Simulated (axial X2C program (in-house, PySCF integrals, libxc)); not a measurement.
**Nuclear properties of SiP⁺**

Computed with an axial X2C code built on PySCF integrals: two-component X2C with atomic mean-field Coulomb and Gaunt terms, Gaussian nuclei, basis P dyall-v3z, Si dyall-v3z with contracted cores.

R = 2.231 Å (near the PBE0 minimum at charge 1 of the determinant lowest at the starting distance; the state shown can have its own minimum elsewhere).

Determinant lowest in the PBE0 search, Ω = 1 (⟨Sz⟩ = 1.00, ⟨Lz⟩ = 0.00 at PBE0), spin on the atoms P 0.77, Si 0.23:

```csv
level,Eeff magnitude (GV/cm),Ws magnitude P (kHz),Ws magnitude Si (kHz),A∥/gI P (MHz),qzz P (a.u.),A∥/gI Si (MHz),qzz Si (a.u.)
PBE0,0.0151,0.0082,0.00244,-142,-2.04,-28.4,-2.14
HF,0.111,0.00844,0.0513,-103,-1.63,-54.1,-2.42
LDA,0.00543,0.00407,0.00201,-131,-2.21,-31.3,-2.04
BP86,0.00954,0.00651,0.00285,-135,-2.16,-30.2,-2.04
TPSSh,0.0137,0.00889,0.00371,-94.2,-2.06,-8.71,-2.10
```

Determinant 0.83 eV from it at PBE0 and this distance, Ω = 0 (closed shell), highest spinor 43% P p, 38% Si p, 14% Si s:

```json
{"level": "PBE0", "qzz P (a.u.)": "-2.24", "qzz Si (a.u.)": "-1.99"}
{"level": "HF", "qzz P (a.u.)": "-2.06", "qzz Si (a.u.)": "-2.25"}
{"level": "LDA", "qzz P (a.u.)": "-2.37", "qzz Si (a.u.)": "-1.92"}
{"level": "BP86", "qzz P (a.u.)": "-2.33", "qzz Si (a.u.)": "-1.91"}
{"level": "TPSSh", "qzz P (a.u.)": "-2.28", "qzz Si (a.u.)": "-1.93"}
```

Eeff is the effective electric field on the electron electric dipole moment in this Ω state and Ws the scalar–pseudoscalar constant of the nucleus named (defined with the proton number Z and per Ω); A∥ (defined per Ω) follows by multiplying with gI = μI/(I μN); qzz is the electric field gradient, eQq0 = 234.96 MHz × Q/barn × qzz. The operators were transformed with the bare-nucleus X2C matrices; with these basis sets, hyperfine constants and field gradients can be off by tens of per cent, and where levels differ in sign neither size nor sign is settled.

**Question.** With gI(31P) = 2.2632 (g factors from the IAEA table of nuclear moments by Stone), turn the PBE0 values of the first state into constants in MHz.

**Answer.** A∥(31P) = -142 × 2.2632 = -321 MHz.

Each state is one determinant with collinear spin, which with several unpaired electrons need not be a pure state. Unrestricted Hartree–Fock can overshoot spin polarisation at the nuclei. In the state Ω = 1 the sign of Eeff differs between levels (HF against PBE0). A closed determinant beside an open π² or δ² triplet, such as (π1/2)², mixes with its partner pair into the 0⁺ component of the triplet and ¹Σ⁺, so its energy is not that of a level, and 0⁺ can lie lowest. With several open shells hyperfine constants can be off by a factor of several. Where Eeff spreads by more than a factor of two the levels disagree and none is to be relied on. Open-shell Ω = 0 determinants with evenly filled partner blocks cannot be reached by this program, so the Ω shown need not be the lowest component. The search compared states at one distance, so a state with another bond length can lie lower. Further determinants of the search, some of them spin-mixed, are not shown. Where a field gradient or hyperfine factor spreads by more than a factor of two over the levels, a constant derived from it is not to be relied on. PBE0 term energies can be off by some tenths of an eV.
